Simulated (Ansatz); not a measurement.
A run of Ansatz (development build ahead of 0.2.0) on singlet LiF at this shape:

| atom | x (Å) | y (Å) | z (Å) |
| --- | --- | --- | --- |
| Li | -0.0246 | 0.0304 | -1.1802 |
| F | 0.0039 | 0.0160 | 0.4302 |

Its results:

```
Converged                       : yes
Reference energy                : -106.92041 hartree
Correlation energy              : -0.13663 hartree
Total energy                    : -107.05705 hartree
Spin squared of the determinant : 0.000
```

(1) Which input gives this output? Name the method, the orbitals and the basis set, and write the input.

Answers

(1) RHF-MP2 in 6-31G. An unrestricted run that stays on the closed shell gives the same numbers.

```yaml
crystal:
  periodic: [false, false, false]
  atoms:
    - { symbol: Li, position_ang: [-0.02456, 0.03038, -1.18017] }
    - { symbol: F, position_ang: [0.00389, 0.01604, 0.43018] }
basis:
  gaussian: { orbitals: "6-31G" }
hamiltonian:
  xc: hf
correlation:
  method: mp2
  frozen_orbitals: { F: 1, Li: 0 }
```
